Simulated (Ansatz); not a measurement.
# H5OPSi: the cost of one run

The runs use Ansatz 0.2.0, Gaussian basis; the settings change from run to run.

## (1) The geometry

The geometry comes from an earlier relaxation with PBE0-D4 in a triple-zeta def2 set; it is a stationary point, not always the lowest conformer.

SMILES `OP[SiH3]`, 8 atoms, charge 0, spin multiplicity 1.

Atoms are counted from 1 here; the program's logs count them from 0.

Bond lengths: O1–P2 1.666 Å, O1–H4 0.960 Å, P2–Si3 2.260 Å, P2–H5 1.427 Å, Si3–H6 1.489 Å, Si3–H7 1.487 Å, Si3–H8 1.486 Å. Angles: P2–O1–H4 109.1°, O1–P2–Si3 99.0°, O1–P2–H5 99.5°, Si3–P2–H5 92.7°, P2–Si3–H6 106.5°, P2–Si3–H7 112.7°, P2–Si3–H8 109.2°, H6–Si3–H7 109.8°, H6–Si3–H8 109.3°, H7–Si3–H8 109.3°.

## (2) B97/def2-TZVPP

Contents of in.yaml:

```yaml
crystal:
  periodic: [false, false, false]
  atoms:
    - {symbol: O, position_ang: [-1.125599, 0.275021, -1.485269]}
    - {symbol: P, position_ang: [-0.452817, 1.099005, -0.203017]}
    - {symbol: Si, position_ang: [0.556089, -0.632694, 0.841879]}
    - {symbol: H, position_ang: [-1.980824, 0.659263, -1.692425]}
    - {symbol: H, position_ang: [0.764430, 1.528986, -0.810590]}
    - {symbol: H, position_ang: [1.503427, -0.038575, 1.824349]}
    - {symbol: H, position_ang: [1.294056, -1.517585, -0.097310]}
    - {symbol: H, position_ang: [-0.466761, -1.430621, 1.566484]}
basis:
  gaussian: {orbitals: def2-TZVPP}
hamiltonian: {xc: {name: B97}}
output: {forces: true}
```

Launch:

```sh
ansatz run in.yaml --threads 2 --pin off --events-out ev --progress --plain --max-ram 4352MiB
```

Q: Estimate wall time and peak memory on 2 threads of Intel Xeon at 2.60GHz, shared host.

About 4.8 s, with a peak of 0.43 GiB.
